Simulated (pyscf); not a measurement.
# Multi-bond step: F–GeH(F)–F + H₂ -> HF + F–Ge:–F [singlet] + H₂

Gas phase, singlet surface, charge 0. Bonds broken: F1–Ge2, Ge2–H6, H5–H7. Bonds formed: F1–H5, H6–H7. Single points on ωB97X-D3(BJ)/def2-SVP structures (PySCF, gas phase).

Transition state (Å):

```xyz
7

F      0.6472    -0.7711     0.3224
Ge    -0.1857     0.7874    -0.4499
F      0.9767     1.1155    -1.6924
F     -1.4395    -0.0101    -1.3413
H      0.5587    -0.2250     1.4590
H     -0.0178     0.9844     1.3446
H      0.3527     0.4317     2.1382
```

One imaginary mode, 1737i cm⁻¹; descent along it reached the two sides named, in the forms told below.

| bond | change | reactant side (Å) | saddle | product side |
|---|---|---|---|---|
| F1–Ge2 | breaks | 1.718 | 1.929 | 2.397 |
| Ge2–H6 | breaks | 1.513 | 1.813 | 3.6 |
| H5–H7 | breaks | 0.760 | 0.967 | 3.0 |
| F1–H5 | forms | 2.448 | 1.264 | 0.947 |
| H6–H7 | forms | 3.2 | 1.036 | 0.759 |

Electronic energies relative to the separated reactants (kJ/mol):

```json
[
 {"level": "ωB97X-D3(BJ)/def2-TZVP", "barrier": "275.6", "reaction energy": "+112.8", "reverse barrier": "162.8"},
 {"level": "PBE/def2-TZVP", "barrier": "208.8", "reaction energy": "+82.9", "reverse barrier": "125.9"},
 {"level": "r²SCAN/def2-TZVP", "barrier": "239.9", "reaction energy": "+116.9", "reverse barrier": "123.0"},
 {"level": "B3LYP-D3(BJ)/def2-TZVP", "barrier": "245.7", "reaction energy": "+85.4", "reverse barrier": "160.3"},
 {"level": "PBE0-D3(BJ)/def2-TZVP", "barrier": "243.6", "reaction energy": "+104.4", "reverse barrier": "139.2"},
 {"level": "M06-2X/def2-TZVP", "barrier": "292.2", "reaction energy": "+127.8", "reverse barrier": "164.4"},
 {"level": "ωB97M-D3(BJ)/def2-TZVP", "barrier": "264.6", "reaction energy": "+90.5", "reverse barrier": "174.1"},
 {"level": "HF/def2-TZVP", "barrier": "383.5", "reaction energy": "+125.6", "reverse barrier": "257.9"}
]
```

With ωB97M-D3(BJ)/def2-TZVP energies and thermal terms (ideal gas, 1 atm, RRHO with modes under 100 cm⁻¹ raised to 100, one conformer, R ln 2 for chiral ones without a mode under 150 cm⁻¹), in kJ/mol:

```tsv
T (K)	ΔH‡	ΔG‡	ΔH	ΔG
298	265.3	296.8	+89.8	+45.1
600	261.6	330.5	+89.3	-0.3
900	261.0	365.2	+86.5	-44.6
1200	261.9	399.9	+82.6	-87.7
```

On the product side the descent ends in a bound adduct (not fully relaxed), 35.1 kJ/mol under the separated species and 197.9 kJ/mol under the saddle at ωB97X-D3(BJ)/def2-TZVP. The same reactants have a lower exit, to F–GeH₂–F + HF (barrier +191.5 kJ/mol at ωB97M-D3(BJ)/def2-TZVP, against +264.6 kJ/mol here). This is the saddle that the search found; another between the same sides may lie lower. Elements up to Kr have no core potential and no relativistic terms here.
